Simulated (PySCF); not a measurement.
Computed with PySCF 2.14.0 with ωB97X-D3(BJ)/def2-TZVP // B3LYP-D3(BJ)/def2-TZVP. Isolated molecules, 0 K electronic values unless said otherwise. Delta-SCF ions had no search for a lower state. 

Reference species (SMILES): `B` (neutral, multiplicity 1).

| Quantity | Value |
|---|---|
| HOMO–LUMO gap | 12.84 eV |
| vertical ionisation energy (Delta-SCF) | 13.32 eV |

Changed species: `FB(F)F` (3 of 3 H replaced by F; the reference has 0 of 3 H replaced by F).

### Question
Predict the effect on the HOMO–LUMO gap and vertical ionisation energy (Delta-SCF).

### Answer
the HOMO–LUMO gap goes up by 4.17 eV, to 17.01 eV; the vertical ionisation energy (Delta-SCF) rises by 2.29 eV, to 15.61 eV.
